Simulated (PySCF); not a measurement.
Compound: C4H5P.
Atom-mapped SMILES: `[cH:1]1[cH:2][cH:3][pH:4][cH:5]1` (hydrogens: H6 on C1; H7 on C2; H8 on C3; H9 on P4; H10 on C5)

Method used: PBE0-D3(BJ)/def2-SVP geometry optimisation, gas phase (PySCF 2.14.0).

(1) What internal coordinates does the optimisation give?

Results:

(1) 
```json
{"bond": "C1–C2", "length (Å)": "1.454"}
{"bond": "C3–P4, P4–C5", "length (Å)": "1.804"}
{"bond": "C1–C5, C2–C3", "length (Å)": "1.357"}
{"bond": "C1–H6, C2–H7", "length (Å)": "1.094"}
{"bond": "C3–H8, C5–H10", "length (Å)": "1.091"}
{"bond": "P4–H9", "length (Å)": "1.427"}
```

Bonds in one row agree within 0.01 Å and their mean is given. A selection of angles:
```json
{"angle": "C2–C1–C5", "degrees": "114.2"}
{"angle": "C2–C1–H6", "degrees": "122.1"}
{"angle": "C5–C1–H6", "degrees": "123.7"}
{"angle": "C2–C3–P4", "degrees": "109.9"}
{"angle": "C2–C3–H8", "degrees": "125.0"}
{"angle": "P4–C3–H8", "degrees": "124.5"}
{"angle": "C3–P4–C5", "degrees": "90.7"}
{"angle": "C3–P4–H9", "degrees": "101.6"}
```

P4 (ring phosphorus) is pyramidal (angles 101.6°, 101.6° and 90.7°, sum 293.8°, 0.80 Å off the plane of its three neighbours). The C–C distances run from 1.357 Å (C2–C3, drawn aromatic) to 1.454 Å (C1–C2, drawn aromatic), a spread of 0.097 Å. The 5-membered ring C1–C2–C3–P4–C5 has internal angles of 90.7° to 114.2°; it is slightly puckered (a soft mode that the optimisation may not have finished), 0.05 Å rms from its mean plane, widest ring torsion 10°.

Point group: Cs (tolerance 0.08 Å). Whether it is a minimum is left open (no frequencies). One conformer, not necessarily the lowest.
